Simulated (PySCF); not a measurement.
Gas-phase acidity of `C[C@@H](F)C#P` (C3H4FP)

Parent: `C[C@@H](F)C#P` (C3H4FP). Optimised structure (Å), atoms numbered from 1:
```
C    -0.9450   -0.4720    0.0351
C     0.1502    0.5897   -0.0087
F     0.1076    1.3481    1.1864
C     1.4947    0.0289   -0.1839
P     2.9189   -0.5897   -0.3680
H    -0.7564   -1.1869    0.8591
H    -0.9696   -1.0315   -0.9209
H    -1.9289    0.0132    0.1891
H    -0.0475    1.3113   -0.8361
```

Computed at PBE0-D3(BJ)/ma-def2-TZVP // PBE-D3(BJ)/ma-def2-SVP with PySCF (density fitting, grid level 2). The prefix ma- adds one diffuse s and one diffuse p function on all atoms but H. Zero-point and thermal terms (298.15 K, 1 bar) come from unscaled PBE-D3(BJ)/ma-def2-SVP harmonic frequencies, with soft modes damped to free rotors in the entropy.

| site | product | ΔH(acid) / kcal/mol | ΔG(acid) / kcal/mol |
| --- | --- | --- | --- |
| C2 (methine carbon) | `C[C-](F)C#P` | 357.2 | 349.1 |

ΔH and ΔG refer to AH → A⁻ + H⁺ in the gas phase. Sites whose products fell apart, merged with another or lost in a GFN2-xTB screen aren't listed.

In cyclohexane the product from C2 is solvated 25.7 kcal/mol more strongly than the parent (electrostatics only).

Vertical detachment energies of the anions: `C[C-](F)C#P` 1.39 eV.

Note: C1 is not listed: the run failed or kept an imaginary mode, or the ion rearranged or equalled another.

Hardware: 1 thread of Intel Xeon Platinum 8488C, shared with other jobs. Command: `OMP_NUM_THREADS=1 python redox_run.py task.json out`. Structures, frequencies and single points: 6.4 min.
